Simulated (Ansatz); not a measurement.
Molecule (SMILES): [N]=O (N-O), doublet.
Atoms: N1, O2. Bonds: N1-O2.

Basis-set convergence of the highest harmonic wavenumber at HF with Ansatz (an electronic-structure program). Each level at its own minimum, finite differences of forces, unscaled; the reference is a large set that could be run, not a limit. Cartesian d functions, on some or all atoms, in 6-31+G*; all else is spherical. The program fits the integrals of some runs and decomposes those of others, by size. Open shells are unrestricted. No added dispersion term, no relativity. Reference: the value in aug-pcseg-3, 2221 cm⁻¹, itself unsure by roughly 2 cm⁻¹ (its mean distance from aug-cc-pVQZ, def2-QZVPPD, pcseg-3).

```json
[
 {"basis": "def2-SVP", "functions": "28", "highest harmonic wavenumber (cm⁻¹)": "…"},
 {"basis": "6-31+G*", "functions": "38", "highest harmonic wavenumber (cm⁻¹)": "2209"},
 {"basis": "aug-cc-pVDZ", "functions": "46", "highest harmonic wavenumber (cm⁻¹)": "2210"},
 {"basis": "6-311++G(2d,2p)", "functions": "54", "highest harmonic wavenumber (cm⁻¹)": "…"},
 {"basis": "def2-TZVPP", "functions": "62", "highest harmonic wavenumber (cm⁻¹)": "2221"},
 {"basis": "def2-TZVPPD", "functions": "77", "highest harmonic wavenumber (cm⁻¹)": "2218"},
 {"basis": "6-311++G(3df,3pd)", "functions": "78", "highest harmonic wavenumber (cm⁻¹)": "…"},
 {"basis": "cc-pCVTZ", "functions": "86", "highest harmonic wavenumber (cm⁻¹)": "2220"},
 {"basis": "def2-QZVPP", "functions": "114", "highest harmonic wavenumber (cm⁻¹)": "2219"}
]
```

Task: What belongs in the gaps?

Result: 
- def2-SVP, highest harmonic wavenumber (cm⁻¹): 2287
- 6-311++G(2d,2p), highest harmonic wavenumber (cm⁻¹): 2197
- 6-311++G(3df,3pd), highest harmonic wavenumber (cm⁻¹): 2224
